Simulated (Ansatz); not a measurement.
C$_{2}$H$_{4}$F$_{2}$O, SMILES `CC(O)(F)F`, relaxed with RKS PBE0-D4/def2-TZVP in Ansatz 0.2.0 from a PBE-D4/def2-SVP geometry. The force threshold is 0.005 eV/Å; the program also tests the step.

Charge 0, multiplicity 1.

Start:

```xyz
9

C     0.894    0.531   -0.122
C    -0.361   -0.234    0.224
O    -1.083   -0.525   -0.896
F    -0.045   -1.396    0.902
F    -1.134    0.487    1.115
H     0.627    1.479   -0.624
H     1.524   -0.074   -0.799
H     1.455    0.750    0.805
H    -1.877   -1.020   -0.606
```

(1) How much energy does the relaxation release, and in how many steps? (Best estimate.)

(2) Which bonds change most? (Best estimate.)

(3) Give the relaxed structure. (An estimate is asked.)

## Answers

(1) Ansatz gave: 0.04 eV, in 5 steps.

(2) Computed: C1–H6 from 1.105 to 1.089 Å; C1–H7 from 1.105 to 1.089 Å; C2–F5 from 1.382 to 1.366 Å; C2–F4 from 1.382 to 1.366 Å.

(3) Computed: 
```xyz
9

C     0.890    0.529   -0.121
C    -0.354   -0.230    0.226
O    -1.075   -0.523   -0.882
F    -0.045   -1.379    0.896
F    -1.120    0.480    1.106
H     0.619    1.460   -0.616
H     1.506   -0.072   -0.789
H     1.443    0.745    0.792
H    -1.863   -1.010   -0.613
```
